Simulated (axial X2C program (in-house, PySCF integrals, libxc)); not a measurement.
## Low determinants of NaF⁻ at the PBE0 level, 2c

All values were computed with an in-house all-electron X2C program for linear molecules (integrals from PySCF). Two-component (2c) means X2C with spin–orbit coupling and atomic mean-field two-electron Coulomb and Gaunt terms. Basis: Na dyall-av3z [10s9p5d2f], F dyall-av3z [7s6p3d2f] (cores contracted in-house); Gaussian nuclei, density fitting, unrestricted open shells. Masses: Na 22.990 u, F 18.998 u.

Search at 2.009 Å (vertical energies from the lowest determinant):

```json
{"ΔE (eV)": "0.00", "state": "Ω = 1/2", "electrons beyond evenly filled partner blocks": "ω = 1/2", "electrons in ±ω = 1/2, 3/2, 5/2, 7/2": "17 4 0 0"}
{"ΔE (eV)": "0.71", "state": "Ω = 3/2", "electrons beyond evenly filled partner blocks": "ω = 3/2", "electrons in ±ω = 1/2, 3/2, 5/2, 7/2": "16 5 0 0"}
{"ΔE (eV)": "2.24", "state": "Ω = 5/2", "electrons beyond evenly filled partner blocks": "ω = 5/2", "electrons in ±ω = 1/2, 3/2, 5/2, 7/2": "16 4 1 0"}
{"ΔE (eV)": "5.90", "state": "Ω = 3/2", "electrons beyond evenly filled partner blocks": "ω = 3/2", "electrons in ±ω = 1/2, 3/2, 5/2, 7/2": "18 3 0 0"}
{"ΔE (eV)": "5.90", "state": "Ω = 7/2", "electrons beyond evenly filled partner blocks": "ω = 1/2, 2 × ω = 3/2", "electrons in ±ω = 1/2, 3/2, 5/2, 7/2": "17 4 0 0"}
{"ΔE (eV)": "5.92", "state": "Ω = 3/2", "electrons beyond evenly filled partner blocks": "3 × ω = 1/2", "electrons in ±ω = 1/2, 3/2, 5/2, 7/2": "17 4 0 0"}
{"ΔE (eV)": "5.95", "state": "Ω = 5/2", "electrons beyond evenly filled partner blocks": "2 × ω = 1/2, ω = 3/2", "electrons in ±ω = 1/2, 3/2, 5/2, 7/2": "18 3 0 0"}
```

Lowest determinant, Ω = 1/2 (⟨Sz⟩ = 0.50, ⟨Lz⟩ = 0.00 at PBE0): Re = 2.000 Å, ωe = 439.3 cm⁻¹.

The determinant in row 2 of the search, Ω = 3/2 (⟨Sz⟩ = 0.50, ⟨Lz⟩ = 1.00 at PBE0), was followed along the bond at PBE0; measured from the minimum of the lowest determinant it gives:

Te = 0.685 eV (5527 cm⁻¹), Re = 1.934 Å, ωe = 524.5 cm⁻¹.

Task: Compare the bond of the determinant in row 2 with that of the lowest one.

Result: At PBE0 its Re is 0.066 Å shorter and its force constant, which goes as ωe², is 1.43 times that of the lowest determinant. T0 ≈ Te + Δωe/2 = 5527 + (43) = 5570 cm⁻¹.

The search compares states at one distance, so a state with another bond length can lie lower; it is not exhaustive and yields mostly the lowest determinant of each block pattern, so other components and higher states of one pattern are missing. These are energies of single determinants, not of spin-adapted states; PBE0 term energies can be off by some tenths of an eV, and the functional has no current term. For an anion, determinants above electron detachment are held by the basis set. The highest occupied level of some functionals is positive through self-interaction error; at Hartree–Fock it is bound. Row 1 has a positive highest level at its minimum. Row 2 has a positive highest level at its minimum.
